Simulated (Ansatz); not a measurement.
Results of LC-ωPBE (PAW; Ansatz, a quantum-chemistry and plane-wave program) for rock-salt TiC.

Run with plane-wave cutoff 460 eV, 12×12×12 k mesh, Fermi–Dirac smearing 0.05 eV, no spin polarisation, scalar-relativistic PAW data made under PBE.

Pressure at four volumes; x = ln(V/9.784 Å³). One pressure is withheld.

| V (Å³/atom) | x | P (GPa) |
|---|---|---|
| 9.295 | -0.0513 | ? |
| 9.540 | -0.0253 | 8.67 |
| 9.784 | 0.0000 | 0.58 |
| 10.274 | 0.0489 | -12.97 |

Pass a parabola P(x) through the three rows shown, estimate the bulk modulus and its pressure derivative near zero pressure, and predict the withheld pressure.

Slopes between the rows: (0.58 − (8.67))/(0.0000 − (-0.0253)) = -319.76 and (-12.97 − (0.58))/(0.0489 − (0.0000)) = -277.10 GPa. Their difference over the span 0.0742 is c = 42.66/0.0742 = 574.9 GPa, so P(x) = 8.67 + (-319.76)(x − (-0.0253)) + 574.9 (x − (-0.0253))(x − (0.0000)). At the middle row B = −dP/dx = −[-319.76 + 574.9 × 0.0253] = 305.2 GPa, and B′ = dB/dP = 2c/B = 3.8. At x = -0.0513 the parabola gives 17.75 GPa; the run gives 17.80 GPa. The Birch–Murnaghan fit to the energies at all volumes has B0 = 302 GPa and B′ = 3.8.

Measured, for comparison: bulk modulus 240 GPa (temperature not stated, no zero-point or thermal correction, our sources range from 235 to 268; as tabulated in Krasnenko and Brik (2013), arXiv:1306.3139). Computed (rounded) less measured: bulk modulus not scored (sources differ).
